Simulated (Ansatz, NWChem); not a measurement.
Worked example: the enthalpy of formation of NH (SMILES [NH])

The species is NH (2 atoms), meant as a triplet with charge 0. As SMILES, `[NH]`. Geometry: the measured bond length.

```xyz
2

N     0.0000    0.0000    0.0000
H     0.0000    0.0000    1.0362
```

Total energies at UB3LYP/aug-cc-pVTZ (NWChem 7.3.0); the atoms run unrestricted:

```
species    state  energy (Eh)
     NH  triplet   -55.245213
      N  quartet   -54.602891
      H  doublet    -0.502260
```

Harmonic wavenumbers at UPBE0/aug-cc-pVTZ, in cm⁻¹: 3310.

Measured heats of formation of the gaseous atoms at 298.15 K, in kJ/mol: N 472.4, H 218.0. Take 1 Eh = 2625.50 kJ/mol, 1 cm⁻¹ = 0.0119627 kJ/mol, RT = 2.479 kJ/mol.

Q: What heat of formation follows?

A: 
1. Electronic atomisation energy: (-54.602891) + (-0.502260) − (-55.245213) = 0.140062 Eh = 367.7 kJ/mol.
2. Zero-point energy: half the sum of the wavenumbers, 1655 cm⁻¹ = 19.8 kJ/mol.
3. Thermal vibrational enthalpy, Σ hcν̃/(exp(hcν̃/kT) − 1): 0.0 kJ/mol. Translation, rotation and pV of a linear molecule: 3.5 RT = 8.7 kJ/mol.
4. The 2 free atoms carry 5/2 RT each: 12.4 kJ/mol.
5. Atomisation enthalpy at 298 K: 367.7 − 19.8 − 0.0 − 8.7 + 12.4 = 351.6 kJ/mol.
6. Sum of the atoms' heats of formation: 690.4 kJ/mol. Heat of formation: 690.4 − 351.6 = +338.8 kJ/mol.

No measured value is set beside it here. Anharmonicity and any spin-orbit splitting of the molecule are left out.
